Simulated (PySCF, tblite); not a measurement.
## Complex of PH2F and methanol

A gas-phase complex of PH2F and methanol; neutral, singlet. The structure comes from a short search (6 tight-binding starts) and was relaxed by PBE0-D3(BJ)/def2-SVPD; another way of binding may lie lower. No frequency run checks that it is a minimum.

Parts: 1 = PH2F (FP), atoms 1–4; 2 = methanol (CO), atoms 5–10.

Coordinates in Å:
```
F1      1.052    0.526    1.004
P2     -0.147   -0.461    0.419
H3      0.697   -1.178   -0.492
H4     -0.612    0.416   -0.608
C5     -1.712    1.557    3.060
O6     -1.251    1.982    1.801
H7     -2.792    1.384    2.972
H8     -1.238    0.612    3.378
H9     -1.547    2.318    3.841
H10    -0.297    2.098    1.834
```

| contact | kind (by geometry) | distance (Å) | angle (°) |
| --- | --- | --- | --- |
| H10···F1 | hydrogen bond | 2.232 | 120 |
| H3–P2···O6 | pnictogen bond | 3.016 | 156 |

Interaction energies are complex less parts, with the parts frozen as they stand in it; counterpoise-corrected, in kcal/mol (PySCF).

(1) Give the interaction energy at each level run.

(2) What holds them together? Decompose the wB97M-D3(BJ)/def2-TZVPD energy: frozen parts, their antisymmetrised product, then relaxation.

The parts were also relaxed and run alone, at the levels used for the complex: shieldings by PBE0/pcSseg-2.

(3) How do these values change when the complex forms?

## Answers

(1) 
```
                  level  interaction  superposition error removed
wB97M-D3(BJ)/def2-TZVPD        -3.60                        -0.13
 PBE0-D3(BJ)/def2-TZVPD        -3.54                        -0.12
```

(2) electrostatic -6.9, Pauli repulsion +6.8, orbital relaxation -2.1, dispersion correction -1.6 kcal/mol, which sum to the value before the counterpoise correction; the Pauli term holds the exchange-correlation of the frozen density too. Of the attraction, 66 % is electrostatic, 20 % is orbital relaxation, 15 % is dispersion correction.

(3) 
```tsv
property	alone	in the complex	change
O6–H10 bond (Å)	0.960	0.961	+0.002
shielding of H10 (ppm)	31.77	30.97	-0.80
shielding of F1 (ppm)	502.6	495.9	-6.7
shielding of P2 (ppm)	193.0	183.2	-9.9
shielding of O6 (ppm)	328.4	322.1	-6.3
```
